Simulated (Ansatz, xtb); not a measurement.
Two structures of CHMgO

Structure I is a doublet given by its coordinates and structure II is `[CH]1[O][Mg]1`, a doublet. Both are isolated molecules in the gas phase, relaxed with PBE0-D3(BJ)/def2-SVP.

I (Å):

```xyz
4

C    -1.3598   -0.0584   -0.7043
Mg    0.0750    1.1922    0.4885
O    -1.9838   -0.2844   -1.6398
H     0.7290    0.9854    2.0550
```

Close contacts (Å): C1–Mg2 2.25, C1–O3 1.15, Mg2–H4 1.71.

II (Å):

```xyz
4

C    -0.0347   -0.5981    0.1063
Mg   -0.1043    1.3829    0.8022
O    -1.1751   -0.1789   -0.1700
H     0.1813   -1.6578   -0.1986
```

Energies in hartree; the thermal terms are from PBE0-D3(BJ)/def2-SVP harmonic frequencies (ideal gas, rigid rotor, one conformer each, 400 K, 1 atm) and include the zero-point energy:

|  | I | II |
| --- | --- | --- |
| E, CCSD(T)/def2-TZVPP | −313.516125 | −313.518836 |
| zero-point energy | 0.010394 | 0.016581 |
| H(400 K) − E | 0.018741 | 0.023190 |
| G(400 K) − E | −0.028025 | −0.020009 |

**Question.** Work out ΔE, ΔE₀, ΔH and ΔG for I → II in kcal/mol (1 Eh = 627.51 kcal/mol) and the equilibrium ratio [II]/[I].

**Answer.** 1. ΔE = −313.518836 − (−313.516125) = −0.002711 Eh = −1.70 kcal/mol.
2. ΔE₀ = ΔE + ΔZPE = −0.002711 + (+0.006187) Eh = +2.18 kcal/mol.
3. ΔH = ΔE + (+0.004449) Eh = +1.09 kcal/mol.
4. ΔG = ΔE + (+0.008016) Eh = +3.33 kcal/mol, so ΔS = (ΔH − ΔG)/T = −23.4 J/(mol K).
5. kT = 1.2667 mEh, so K = [II]/[I] = exp(−ΔG/kT) = exp(−4.19) ≈ 0.015.

Structure I is favoured at this temperature, against the order of the electronic energies. An error of 1 kcal/mol in ΔG would change K by a factor of 3.5. Mirror images and further conformers aren't counted.

Other levels gave ΔE = −1.9 (PBE0-D3(BJ)/def2-SVP); −1.4 (HF/def2-TZVPP); −3.4 (MP2/def2-TZVPP) kcal/mol. Open shells are spin-unrestricted. The correlated steps freeze 3 core orbitals; the last core shell of Mg is correlated, in a basis made for valence electrons. Programs: Ansatz 0.2.0.
